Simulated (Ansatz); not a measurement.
# Lattice parameter a of some bcc solids

Method: PBE-D3(BJ) in Ansatz (PAW). References are measured values corrected to a static lattice or taken at low temperature (these still hold zero-point motion).

Values in Å.

| solid | reference | PBE-D3(BJ) | error (%) |
|---|---|---|---|
| bcc Ba | 4.995 | ? | ? |
| bcc K | 5.212 | 5.163 | -0.94 |
| bcc Cs | 6.039 | 6.040 | +0.02 |
| bcc Li | 3.449 | 3.323 | -3.65 |
| bcc W | 3.16 | 3.159 | -0.03 |
| bcc Rb | 5.576 | 5.555 | -0.38 |
| antiferromagnetic bcc Cr | 2.877 | 2.829 | -1.67 |
| bcc Mo | 3.141 | 3.130 | -0.35 |
| bcc Na | 4.214 | 4.083 | -3.11 |
| bcc Nb | 3.294 | 3.267 | -0.82 |
| bcc Fe | 2.853 | 2.807 | -1.61 |
| bcc Ta | 3.299 | 3.285 | -0.42 |
| bcc V | 3.021 | 2.952 | -2.28 |

Task: Estimate the withheld PBE-D3(BJ) value.

Result: The errors of the other rows run from -3.65 % to +0.02 %, with a median of -0.88 %; carried to the reference 4.995 it gives 4.951 Å. The run gives 4.922 Å (-1.46 %); the row was picked among those where that median comes within half of the row's own error. Over these 13 solids the mean error is -1.29 %, the mean absolute error 1.29 % (median 0.94 %), and the worst case bcc Li at -3.65 %; the value is too low in 12 of 13 cases.

All these references are brought to a static lattice.

Spin–orbit coupling is left out, also for the solids with elements from indium on (bcc Ba, bcc Cs, bcc W, bcc Ta); its size isn't shown.

Differences are worked out from the printed values.

Caveats: the commensurate order stands in for chromium's spin-density wave, and the size of the moments varies much between levels (antiferromagnetic bcc Cr). Ansatz's density-functional and Hartree–Fock values are scalar-relativistic unless marked +SOC, with PAW data made under PBE.

Ansatz's runs of these crystals have no spin polarisation, but for antiferromagnetic bcc Cr, bcc Fe.

Density-functional runs with spin start from opposed moments for antiferromagnetic bcc Cr, parallel moments for bcc Fe.

Not in this set, of the bcc solids with a reference value in our tables and a result at some level: 3 for a high-temperature or high-pressure phase (bcc Ti, bcc Tl, bcc Zr). These can be a level's worst cases. Values held back for tests aren't counted. Layered and molecular crystals are counted apart. The metals Ce to Yb are counted apart.

References as tabulated in Mejia-Rodriguez and Trickey (2018), arXiv:1807.09216; Csonka et al. (2009), arXiv:0903.4037; Levämäki et al. (2014), arXiv:1402.3671.

Ansatz is a program for electronic structure.
